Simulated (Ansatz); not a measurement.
Reaction (SMILES): [CH]=O (CHO) → [CH]=O (CHO) as singlet, charge +1 + e-

Property: adiabatic ionisation energy (0 K, with zero-point energies), in eV. Set-up: open shells spin-unrestricted; non-relativistic; frozen cores in correlated levels; 6-31G* and kin with 6d, 5d where marked; 6-311+G** with 5d; spin-orbit terms left out; no dispersion term unless named; LANL2DZ all-electron up to Ne. Basis-set limits of correlation are two-point, X^-3; Hartree-Fock from the larger set. Ab initio and DFT rows: single points at B3LYP-D3(BJ) geometries (Ansatz, a quantum-chemistry and plane-wave program), with unscaled harmonic terms from B3LYP/6-31G* at its own minima.

Measured values: CCCBDB table in ASE; they hold spin-orbit and core effects. 

Value to compare with, the measured value: 8.12 eV.

```csv
level,program,"adiabatic ionisation energy (0 K, with zero-point energies) (eV)",error
B3LYP/STO-3G,Ansatz,7.34,-0.78
B3LYP/3-21G,Ansatz,8.25,0.13
B3LYP/LANL2DZ,Ansatz,8.72,0.60
B3LYP/6-31G,Ansatz,8.55,0.43
B3LYP/6-31G*,Ansatz,8.39,0.27
B3LYP/6-31+G*,Ansatz,8.59,0.47
B3LYP/6-31G**,Ansatz,8.39,0.27
B3LYP/def2-SVP,Ansatz,8.44,0.32
B3LYP/cc-pVDZ,Ansatz,8.36,0.24
B3LYP/6-311+G**,Ansatz,8.52,0.40
B3LYP/def2-TZVPD,Ansatz,8.48,0.36
"CCSD(T)/CBS(aug-cc-pVTZ,aug-cc-pVQZ)",Ansatz,8.16,0.04
```

Among the 10 habitual levels, B3LYP/STO-3G lies farthest from the measured value (-0.78 eV) and B3LYP/3-21G nearest (0.13); 9 of 10 lie above it, and their mean absolute error is 0.39 eV, the median 0.36. One case shows no general order.

The sets are all those run for this method; runs whose electronic state is in doubt are left out.
